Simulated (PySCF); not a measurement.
Reaction (SMILES): C(Cl)Cl → Cl[CH-]Cl + H+
B3LYP-D3(BJ)/def2-TZVP geometries, fixed; electronic energies without zero-point terms.

Effect of the SCF energy threshold at B3LYP/def2-TZVP with PySCF, against the last row, where the deprotonation energy is 386.56 kcal/mol.

```json
[
 {"setting": "conv_tol: 1e-4", "SCF cycles, largest species": "5", "largest shift of a total energy (mEh)": "0.001", "shift of the deprotonation energy (kcal/mol)": "0.000"},
 {"setting": "conv_tol: 1e-5", "SCF cycles, largest species": "6", "largest shift of a total energy (mEh)": "0.000", "shift of the deprotonation energy (kcal/mol)": "0.000"},
 {"setting": "conv_tol: 1e-6", "SCF cycles, largest species": "6", "largest shift of a total energy (mEh)": "0.000", "shift of the deprotonation energy (kcal/mol)": "0.000"},
 {"setting": "conv_tol: 1e-7", "SCF cycles, largest species": "8", "largest shift of a total energy (mEh)": "0.000", "shift of the deprotonation energy (kcal/mol)": "0.000"},
 {"setting": "conv_tol: 1e-11", "SCF cycles, largest species": "10", "largest shift of a total energy (mEh)": "0.000", "shift of the deprotonation energy (kcal/mol)": "0.000"}
]
```

Within 0.02 kcal/mol in the deprotonation energy: conv_tol: 1e-4; conv_tol: 1e-5; conv_tol: 1e-6; conv_tol: 1e-7. The largest shift is 0.001 mEh in a total energy and 0.000 kcal/mol in the difference.
